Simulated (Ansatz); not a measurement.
A nudged elastic band was laid between two geometries of C3H3NO2 (9 atoms, charge 0, multiplicity 1).

Computed with RHF/6-31G* in Ansatz 0.2.0.

```json
{"movable images": "5", "climbing image": "yes", "spring": "5.0 eV/Å²", "optimiser": "quadratic models (default)", "start path": "through a guess of the saddle point", "force threshold": "0.03 eV/Å", "iteration limit": "60", "end points": "relaxed"}
```

First end point:

```xyz
9
Properties=species:S:1:pos:R:3
N 1.998 -1.680 0.978
C 1.268 -1.057 0.373
C 0.343 -0.268 -0.402
O 0.537 -0.398 -1.741
C -0.574 0.491 0.171
O -0.697 0.571 1.509
H -0.110 0.096 -2.227
H -1.253 1.074 -0.427
H -1.425 1.125 1.750
```

Last end point:

```xyz
9
Properties=species:S:1:pos:R:3
N 1.723 -1.466 1.262
C 1.099 -0.924 0.481
C 0.255 -0.190 -0.425
O 0.551 -0.396 -1.736
C -0.699 0.598 0.049
O -1.000 0.807 1.336
H -0.070 0.053 -2.295
H -1.338 1.156 -0.609
H -0.433 0.317 1.921
```

(1) What changes between the two ends?

(2) Give the energies along the band, and the barrier.

(3) What is the geometry of the highest image?

## Answers

(1) No bond is made or broken. The dihedral C3–C5–O6–H9 goes from -177 to 0°.

(2) The run converged. The highest image is number 3 of 0 to 6, 0.004 eV above the first end and 0.150 eV above the last; the last end lies 0.146 eV below the first. A structure lower than the first end lies on the path between it and the top, so the climb from that side starts below the end, which may itself be a saddle point or a shallow side well. The top lies less than 8 meV above the higher end, about what the thresholds resolve: that end is a shoulder or a very shallow well. A vibrational analysis at the climbing image gives one clearly imaginary mode, 248i cm⁻¹: a first-order saddle point.

```csv
image,path coordinate (Å),energy (eV),dihedral C3–C5–O6–H9 (°)
0,0.00,0.000,-177
1,0.36,-0.010,-145
2,0.72,-0.007,-116
3,1.09,0.004,-87
4,1.42,-0.026,-55
5,1.76,-0.108,-22
6,2.10,-0.146,0
```

(3) 
```xyz
9
Properties=species:S:1:pos:R:3
N 1.836 -1.607 1.115
C 1.167 -0.986 0.441
C 0.298 -0.208 -0.414
O 0.453 -0.508 -1.722
C -0.553 0.668 0.090
O -0.615 0.957 1.414
H -0.106 0.037 -2.261
H -1.200 1.243 -0.552
H -1.192 0.357 1.871
```

Time of the run: 91 s on 1 thread of Intel(R) Xeon(R) Platinum 8488C (Sapphire Rapids), on a shared host, peak memory 0.19 GiB.
